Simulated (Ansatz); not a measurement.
A run of Ansatz (development build ahead of 0.2.0) on quartet CClLi(-) at this shape:

```xyz
3

Cl    0.0000    0.0000    0.0000
Li    0.0000    0.0000    5.5680
C     0.0000    0.0000   -4.1760
```

Its results:

| Item | Value |
| --- | --- |
| Converged | yes |
| Total energy | -505.67068 hartree |
| Spin squared of the determinant | 3.750 |
| Stability test | minimum among restricted orbitals |

Question: Which input gives this output? Name the method, the orbitals and the basis set, and write the input.

Answer: B3LYP (restricted open-shell) in pcseg-2.

```yaml
crystal:
  periodic: [false, false, false]
  atoms:
    - { symbol: Cl, position_ang: [0.0, 0.0, 0.0] }
    - { symbol: Li, position_ang: [0.0, 0.0, 5.568] }
    - { symbol: C, position_ang: [0.0, 0.0, -4.176] }
basis:
  gaussian: { orbitals: pcseg-2 }
total_charge: -1
magnetization:
  initial_magnetization: 3
hamiltonian:
  xc: { name: B3LYP }
```

Caution: stretched shape with no unrestricted run beside it, a lower state can exist; no diffuse functions for an anion; charge can spread falsely over distant fragments; other spin multiplicities may lie lower.
